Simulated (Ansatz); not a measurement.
We consider graphite, described by PBE-D4 in Ansatz (PAW).

Rigid layers of the crystal as relaxed at this level are moved apart or together:

```tsv
run	k mesh	layer repeat (Å)	energy against free layers (meV/Å²)	gap on the mesh (eV)
1	18×18×6	3.055	-17.03	0.000
2	18×18×6	3.205	-20.28	0.000
3	18×18×6	3.355	-20.92	0.000
4	18×18×6	3.555	-19.61	0.000
5	18×18×6	3.855	-15.89	0.000
6	18×18×4	4.355	-9.86	0.000
7	18×18×4	5.355	-3.29	0.000
8	18×18×4	7.355	-0.35	0.000
```

The lowest energy of these points lies at a layer repeat of 3.35 Å.

Ansatz is a quantum-chemistry and plane-wave program.
